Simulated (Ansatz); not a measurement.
**SiH₂S + CH₄: a complex and its separated parts**

The complex below is one end of an elementary step. How strongly is it bound against its free parts?

Method: PBE0-D4/def2-TZVP structures, single points in def2-TZVPP, no counterpoise correction; program: Ansatz 0.2.0, Gaussian basis.

Levels: SPW92, PBE-D4, BLYP-D4, r2SCAN-D4, B97M-V, PBE0-D4, B3LYP-D4, r2SCAN0-D4, BHLYP-D4, CAM-B3LYP-D4, wB97X-V, wB97M-V, B2PLYP, PBE-QIDH, RPA on PBE, Hartree-Fock, MP2, CCSD, CCSD(T).

Cores are frozen in the correlated methods. B3LYP uses VWN-RPA correlation. B2PLYP carries no dispersion term here.

57 further runs of the same task are left out: 1 that didn't finish, 56 set aside as unsound or not needed.

## (1) The starting structure

The complex: 9 atoms, charge 0, spin multiplicity 1.

Atoms are counted from 1 here; the program's logs count them from 0.

Bond lengths: Si1–S3 1.939 Å, Si1–H5 1.485 Å, Si1–H6 1.484 Å, C2–H4 1.091 Å, C2–H7 1.091 Å, C2–H8 1.090 Å, C2–H9 1.090 Å. Angles: S3–Si1–H5 125.0°, S3–Si1–H6 125.1°, H5–Si1–H6 109.9°, H4–C2–H7 110.4°, H4–C2–H8 109.8°, H4–C2–H9 108.8°, H7–C2–H8 109.9°, H7–C2–H9 108.6°, H8–C2–H9 109.4°.

Geometry (Å):

```xyz
9

Si   -1.3094   -1.2900    0.0731
C     1.0349    1.0711   -0.0384
S    -0.5793   -2.8937   -0.7353
H     1.1964    0.1726   -0.6360
H    -2.1288   -0.2758   -0.6375
H    -1.1742   -0.9173    1.5036
H     0.0233    1.4516   -0.1907
H     1.1924    0.8460    1.0159
H     1.7444    1.8355   -0.3547
```

Its parts: SiH₂S holds atoms 1, 3, 5, 6; CH₄ holds atoms 2, 4, 7, 8, 9. Each part counts its atoms afresh in its own runs.

## (2) Relaxing SiH₂S alone

File relax-a/in.yaml:

```yaml
crystal:
  periodic: [false, false, false]
  atoms:
    - {symbol: Si, position_ang: [-1.309383, -1.289956, 0.073074]}
    - {symbol: S, position_ang: [-0.579277, -2.893695, -0.735280]}
    - {symbol: H, position_ang: [-2.128771, -0.275824, -0.637504]}
    - {symbol: H, position_ang: [-1.174196, -0.917273, 1.503592]}
basis:
  gaussian: {orbitals: def2-TZVP}
hamiltonian: {xc: pbe0, dispersion: d4}
relax: {f_tol: 0.005, max_steps: 200}
```

Started as:

```
ansatz run in.yaml --threads 2 --pin off --events-out ev --progress --plain --max-ram 4352MiB
```

Further steps of the session: Relaxing CH₄ alone; SPW92/def2-TZVPP; PBE-D4/def2-TZVPP; BLYP-D4/def2-TZVPP; r2SCAN-D4/def2-TZVPP; B97M-V/def2-TZVPP; PBE0-D4/def2-TZVPP; B3LYP-D4/def2-TZVPP; r2SCAN0-D4/def2-TZVPP; BHLYP-D4/def2-TZVPP; CAM-B3LYP-D4/def2-TZVPP; wB97X-V/def2-TZVPP; wB97M-V/def2-TZVPP; B2PLYP/def2-TZVPP; PBE-QIDH/def2-TZVPP; RPA on PBE/def2-TZVPP; CCSD(T)/def2-TZVPP; Vibrations of SiH₂S; Vibrations of CH₄.

What does the calculation give? Wanted: complex less parts, CCSD(T)/def2-TZVPP; with zero-point energy; largest T1 diagnostic.

**Answer**, as computed:

| quantity | value |
| --- | --- |
| complex less parts, CCSD(T)/def2-TZVPP | -0.048 eV |
| with zero-point energy | -0.019 eV |
| largest T1 diagnostic | 0.018 |

**Reading.** At CCSD(T) the complex lies 0.048 eV below its parts. The functionals run from PBE-QIDH, off by +0.002 eV, to SPW92, off by -0.088 eV, against CCSD(T). Mean unsigned error by rung: LDA 0.088, GGA 0.029, meta-GGA 0.021, hybrid 0.027, range-separated hybrid 0.020, double hybrid 0.020 eV. PBE-D4 gives a relative energy 0.039 eV too low, an error of 81 % of the reference. No counterpoise was applied, and triple zeta lacks some correlation, so the CCSD(T) reference has a basis error of its own, and close matches with it are partly luck.
